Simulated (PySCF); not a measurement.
# Bond curve of SO

Set-up: PySCF, no relativity, basis sets S 3-21G, O 3-21G. Energies in eV from S + O in their ground configurations at the same level. State: ³Σ⁻ (triplet), unpaired electrons π ↑↑.

All columns are r²SCAN0. A positive dipole means S(−)O(+).

```tsv
R (Å)	E (eV)	μ (D)	Mulliken charge on S (basis-dependent)	HOMO (eV)	LUMO (eV)	Mayer bond order	⟨S²⟩
1.389	-2.032	-1.30	0.50	-7.21	-2.20	1.70	2.01
1.454	-2.902	-1.28	0.46	-7.53	-2.53	1.73	2.01
1.518	-3.373	-1.24	0.43	-7.82	-2.85	1.76	2.01
1.567	-3.531	-1.20	0.39	-8.01	-3.07	1.78	2.01
1.615	-3.563	-1.15	0.36	-8.19	-3.28	1.80	2.01
1.663	-3.496	-1.10	0.33	-8.35	-3.48	1.82	2.01
1.728	-3.294	-1.02	0.28	-8.54	-3.72	1.84	2.01
1.809	-2.918	-0.92	0.23	-8.71	-4.00	1.86	2.01
1.906	-2.362	-0.76	0.17	-8.84	-4.28	1.86	2.02
2.035	-1.567	-0.46	0.09	-8.49	-4.58	1.80	2.06
```

A fit through these points gives, at Re = 1.605 Å, μ = -1.16 D and dμ/dR = 0.984 D/Å; the reduced mass is 10.66 u.

Question: How strong is the fundamental in the double-harmonic approximation, I = 42.26·(dμ/dR)²/μred km/mol?

Answer: I = 42.26·(0.984)²/10.66 = 3.84 km/mol at r²SCAN0.

3-21G is very small, so such numbers show the basis as much as the molecule. The state was picked by a PBE0 search and need not be the measured ground state.
